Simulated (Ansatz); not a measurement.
System: HS, charge -1, singlet. HS- (parent SMILES [SH], singlet).
B3LYP-D3(BJ)/def2-TZVP minimum from Ansatz (an electronic-structure program):
```xyz
2

S      0.0000     0.0000    -0.0794
H      0.0000     0.0000     1.2698
```
Charge -1, spin multiplicity 1.

Total energies in aug-cc-pV(Q+d)Z, 8 correlated electrons, 5 frozen orbitals. UHF or UKS for unpaired electrons; spin-orbit terms are left out. Cores are frozen in correlated methods. No relativity. The spin of HS- (parent SMILES [SH], singlet) was assumed, and the state is the lowest solution found for it.

```csv
method,program,energy (Eh),minus CCSDT(Q) (mEh)
HF,Ansatz,-398.14912,243.65
MP2,Ansatz,-398.36405,28.72
CCSD,Ansatz,-398.37993,12.85
CCSD(T),Ansatz,-398.39158,1.20
CCSDT(Q),Ansatz,-398.39278,0.00
```

Rough core times of Ansatz's runs on a shared machine: CCSD(T) under 20 s, CCSDT(Q) 4 min.
